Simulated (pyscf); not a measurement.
A first-order saddle from PySCF, ωB97X-D3(BJ)/def2-SVP:

```
Si
O 1 1.6490
H 2 0.9673 1 109.32
O 1 1.6491 2 123.57 3 -63.50
H 4 0.9673 1 109.38 2 63.38
O 1 1.6610 2 104.76 3 177.15
H 6 0.9623 1 115.89 2 66.23
N 1 1.8575 2 111.28 3 73.26
H 8 1.0224 1 114.75 2 173.56
H 8 1.0224 9 110.31 1 131.39
H 8 1.1463 9 115.59 10 133.49
H 11 1.2825 8 139.16 9 114.47
```
Charge 0, spin multiplicity 1.

Surface: singlet, charge 0. Lowest wavenumbers (cm⁻¹): 964i, 83, 210, 213, 235.

Problem. Name the species on either side of this saddle.

Solution. HO–SiH(OH)–OH + ammonia (NH₃) <-> H₂N–Si(OH)(OH)–OH + hydrogen (H₂), a four-centre exchange read from left to right: H–Si, H–N broken and N–Si, H–H formed. At ωB97M-D3(BJ)/def2-TZVP it lies +1.33 eV from the left side and +1.88 eV from the right (each side as separated species at their lowest minima found). On the reactant side the descent ends in an adduct with a N–Si contact (not fully relaxed), 0.26 eV under the separated species and 1.62 eV under the saddle at ωB97X-D3(BJ)/def2-TZVP. What is counted as formed (N–Si) is already present as a longer contact in the reactant adduct; forming that adduct is a step of its own. One saddle was located; it need not be the lowest between these sides.
